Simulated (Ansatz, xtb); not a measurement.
**Relative energy of two structures of BClSi**

Structure a: a triplet given by its coordinates. Structure b: a singlet given by its coordinates. Both are isolated molecules in the gas phase, relaxed with BLYP-D3(BJ)/def2-SVP.

a (Å):

```xyz
3

B     0.0000    0.0000   -0.0644
Cl    0.0000    0.0000   -1.7802
Si    0.0000    0.0000    1.8447
```

Close contacts (Å): B1–Cl2 1.72, B1–Si3 1.91.

b (Å):

```xyz
3

B     0.0000    0.0000   -0.0688
Cl    0.0000    0.0000   -1.7831
Si    0.0000    0.0000    1.8519
```

Close contacts (Å): B1–Cl2 1.71, B1–Si3 1.92.

Task: Estimate E(b) − E(a) at the level CCSD(T)/def2-TZVPP.

Result: Calculated at CCSD(T)/def2-TZVPP: E(b) − E(a) = +14.6 kcal/mol, so structure a lies lower.

Level by level:

```
               level              geometry  E(b) − E(a) (kcal/mol)  departure from the last row (kcal/mol)  job, with rough time for the two
BLYP-D3(BJ)/def2-SVP  BLYP-D3(BJ)/def2-SVP                     +17.4                                    +2.8                optimisation, 14 s
       HF/def2-TZVPP  BLYP-D3(BJ)/def2-SVP                     +28.9                                   +14.3           part of the CCSD(T) run
      MP2/def2-TZVPP  BLYP-D3(BJ)/def2-SVP                     +17.7                                    +3.0           part of the CCSD(T) run
  CCSD(T)/def2-TZVPP  BLYP-D3(BJ)/def2-SVP                     +14.6                                                        single point, 17 s
```

None of the levels shown reverses the order. The largest departure from CCSD(T)/def2-TZVPP is that of HF/def2-TZVPP, 14.3 kcal/mol. Levels run at GFN2-xTB geometries aren't shown.

With harmonic frequencies from BLYP-D3(BJ)/def2-SVP (ideal gas, rigid rotor, one conformer each, 200 K, 1 atm): on the last row, ΔE + ΔZPE = +14.6, ΔH = +14.6, ΔG = +15.0 kcal/mol.

Open shells are spin-unrestricted. The closed-shell singlet above a triplet ground state is poorly described by one determinant. The correlated steps freeze 11 core orbitals. ΔG holds the spin degeneracy. Run with Ansatz 0.2.0; the last row on 1 thread of Arm Neoverse V1 on a shared host.
